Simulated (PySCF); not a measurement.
Geometry (Å), atoms numbered from 1 in this order:
```xyz
18

C    -1.8434    0.6295    0.2310
N    -0.7260   -0.1659   -0.2414
C    -1.1423   -1.5422   -0.4399
P     0.6689   -0.0455    0.8097
C     1.0992    1.7151    0.5240
C     1.9308   -0.7888   -0.2956
H    -2.6646    0.5522   -0.4869
H    -1.5646    1.6814    0.3007
H    -2.2236    0.3066    1.2150
H    -0.3287   -2.1323   -0.8631
H    -1.9718   -1.5645   -1.1519
H    -1.4786   -2.0333    0.4886
H     2.1205    1.8708    0.8793
H     1.0409    1.9709   -0.5373
H     0.4504    2.3776    1.0976
H     1.8365   -0.4107   -1.3168
H     1.8582   -1.8769   -0.2997
H     2.9162   -0.5303    0.0992
```

Geometry: PBE0-D3(BJ)/def2-TZVP; GIAO shifts from PySCF, gas phase, non-relativistic, averaged over equivalent atoms.

At PBE0/pcSseg-2 (391 basis functions, 2.6 min wall time (4.8 min CPU) on 2 threads of an Intel Xeon, shared host):
| atoms | δ (ppm) |
| --- | --- |
| C1/C3 | 43.5 |
| C5/C6 | 19.7 |
| N2 | 44.2 |
| P4 | 50.7 |
| H7/H8/H9/H10/H11/H12 | 2.26 |
| H13/H14/H15/H16/H17/H18 | 1.08 |

Scale: ¹³C (σ = 186.03 ppm), ¹H (σ = 31.52 ppm) against TMS; ¹⁵N (σ = 263.78 ppm) against NH3; H3PO4 for ³¹P (σ = 310.75 ppm) (reference shieldings calculated alike).

What do these become at B97-2/pcSseg-2?

Results:


| atoms | δ at B97-2/pcSseg-2 | change |
| --- | --- | --- |
| C1/C3 | 43.4 | -0.1 |
| C5/C6 | 19.7 | +0.0 |
| N2 | 43.8 | -0.4 |
| P4 | 54.4 | +3.7 |
| H7/H8/H9/H10/H11/H12 | 2.27 | +0.01 |
| H13/H14/H15/H16/H17/H18 | 1.09 | +0.01 |

Scale: ¹³C (185.38 ppm) and ¹H (31.64 ppm) against TMS; ¹⁵N (261.75 ppm) vs NH3; ³¹P (317.21 ppm) vs H3PO4 (reference shieldings calculated alike).

The largest change is at P4 (phosphorus bonded to 2 C, N). Cost: 391 basis functions, 2.9 min wall time (4.8 min CPU) on 2 threads of an Intel Xeon, shared host.

Experimental scales use liquid or dissolved standards, which lie at an offset from isolated NH3 (liquid NH3: subtract about 20 ppm) and H3PO4.
